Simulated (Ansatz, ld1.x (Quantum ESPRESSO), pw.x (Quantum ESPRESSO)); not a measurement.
## sulfur: one change to the RRKJ potential, in the atom and in the diamond crystal

sulfur (S), norm-conserving RRKJ (Kleinman–Bylander form), made with ld1.x (Quantum ESPRESSO) 7.5 (LDA (PW92), scalar-relativistic). Core [Ne], reference 3s2 3p4. Waves: 3p (bound): rc 1.15 bohr; 3d channel at 0.35 Ry: rc 1.15 bohr; 3s (bound): rc 1.35 bohr. Local part: the s channel. Core correction: Bessel-smoothed model core inside 0.80 bohr.

Change: wave 3s (bound): rc 1.35 bohr becomes 3s (bound): rc 1.98 bohr.

Cutoffs, loose and tight: the cutoffs (Ry, on a coarse ladder) from which the occupation-weighted sum of valence levels, in a spherical-Bessel basis at the reference potential, stays within 10 and 1 mRy of its value at 400 Ry. They do not see the model core or the augmentation charge, which bear on the density cutoff. Test errors are all-electron minus pseudo excitation energies from the reference, over the configurations 3s2 3p3; 3s2 3p2; 3s2 3p1; 3s2 3p4.3; 3s2 3p0; 3s0 3p6; 3s1 3p4 (two spin-polarised tests are not counted in the largest error); variants that change the core or the reference have their own tests.

Crystal test: diamond S in pw.x 7.5, no spin, 8³ k-points, Fermi–Dirac smearing 0.01 Ry, cutoffs set for each file from its atomic test. The reference is all-electron LAPW (Ansatz 0.2.0) with the same functional, mesh and smearing; V0 and B0 come from Birch–Murnaghan fits to the pressures at five volumes. Errors are pseudo minus all-electron; Δ is the rms difference of the E(V) curves that follow from these fits, minima aligned, over ±6 % about the mean V0. Mesh and smearing are coarse, so the numbers serve the comparison and aren't converged zero-temperature values; the lattice is a test structure that the element need not adopt.

All-electron: a0 = 5.636 Å (V0 = 22.38 Å³/atom), B0 = 52.8 GPa.

Problem. Does the change bring the crystal closer to the all-electron result?

Solution. The mean pressure error goes from -0.21 to -1.28 GPa, so the change moves the solid further from the all-electron pressures. At 80 % of its cutoff the pressure of the base moves by -0.87 GPa.

```json
{"quantity": "outcome (atom)", "base": "generated", "changed": "generated"}
{"quantity": "cutoff, loose (atom)", "base": "80 Ry", "changed": "80 Ry"}
{"quantity": "cutoff, tight (atom)", "base": "100 Ry", "changed": "100 Ry"}
{"quantity": "bound ghosts (atom)", "base": "none", "changed": "none"}
{"quantity": "largest test error (meV) (atom)", "base": "+133", "changed": "+365"}
{"quantity": "cutoffs in pw.x (Ry)", "base": "120/480", "changed": "120/480"}
{"quantity": "a0 (Å)", "base": "5.629", "changed": "5.590"}
{"quantity": "a0 error (%)", "base": "-0.13", "changed": "-0.83"}
{"quantity": "B0 error (%)", "base": "+0.6", "changed": "+1.2"}
{"quantity": "Δ (meV/atom)", "base": "1.0", "changed": "6.4"}
{"quantity": "mean pressure error (GPa)", "base": "-0.21", "changed": "-1.28"}
```

Changed file: This is a poor potential for the solid. The atomic cutoffs weigh occupied waves only.
